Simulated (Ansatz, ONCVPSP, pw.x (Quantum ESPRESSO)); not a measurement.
**Equation-of-state test of one ONCV potential (Ta (Z = 73))**

| Property | Result |
| --- | --- |
| Element | Ta |
| Generator | ONCVPSP 4.0.1.1 (patched build) |
| Type | optimised norm-conserving Vanderbilt (ONCV) |
| Functional | PBEsol |
| Relativity | scalar-relativistic |
| Frozen core | [Kr] 4d10 4f14 |
| Valence charge | 13 |
| Reference configuration | 5s2 5p6 5d3 6s2 |
| Partial waves | 5s+6s: rc 2.05 bohr, ncon 4, nbas 7, qcut 5.6 1/bohr, 2 projectors; 5p: rc 1.60 bohr, ncon 4, nbas 8, qcut 9.6 1/bohr, 2 projectors, debl 0.6 Ha; 5d: rc 3.00 bohr, ncon 4, nbas 9, qcut 5.2 1/bohr, 2 projectors, debl 0.4 Ha |
| Local potential | polynomial inside 1.35 bohr (lpopt 5, dvloc0 1 Ha) |
| Core correction | none |

In the p channel the program set the typed energies aside and used -1.449, 0.250 Ha.

Atomic tests: cutoffs needed: 28 Ha and 34 Ha (the cutoffs (Ha) at which the residual kinetic energy of the hardest occupied pseudo-wave falls to 1 and 0.1 mHa per electron); ghost test: no bound ghost flagged; no localised positive-energy state flagged; largest excitation error: +17 meV (all-electron minus pseudo) for 5s2 5p6 5d2 6s2, out of 4 test configurations.

Crystal test: bcc Ta in pw.x 7.5, no spin, 14³ k-points, Fermi–Dirac smearing 0.01 Ry, cutoffs 80/320 Ry. The reference is all-electron LAPW (Ansatz 0.2.0) with the same functional, mesh and smearing; V0 and B0 come from Birch–Murnaghan fits to the pressures at five volumes. Errors are pseudo minus all-electron; Δ is the rms difference of the E(V) curves that follow from these fits, minima aligned, over ±6 % about the mean V0. Mesh and smearing are coarse, so the numbers serve the comparison and aren't converged zero-temperature values; the lattice is a test structure that the element need not adopt.

```csv
V (Å³/atom),P all-electron (GPa),P pseudo (GPa)
16.673,13.61,9.53
17.112,7.22,3.64
17.551,1.56,-1.61
17.990,-3.46,-6.27
18.429,-7.90,-10.40
```

All-electron: a0 = 3.282 Å (V0 = 17.68 Å³/atom), B0 = 206.9 GPa.

Pseudopotential: mean pressure error (GPa): -3.23; a0 (Å): 3.265; a0 error (%): -0.51; B0 error (%): -1.7; Δ (meV/atom): 12.3. The largest radius (3.00 bohr) exceeds half the bond length (2.68 bohr), so the spheres overlap, which is one possible source of error among others. This is a poor potential for the solid.

Q: At the middle volume, how do free energy and pressure move when the wave cutoff is lowered (ecutrho kept at four times it)?

A:

| cutoff (Ry) | shift of F (meV/atom) | shift of P (GPa) |
| --- | --- | --- |
| 36 | +2832.1 | -66.53 |
| 48 | +617.6 | -26.44 |
| 64 | +37.7 | -2.95 |

The run at the middle volume (104 k-points, 7 iterations) took about 29 s on one core of a shared host (Neoverse-N1, 64 threads, 124 GiB, load 54).
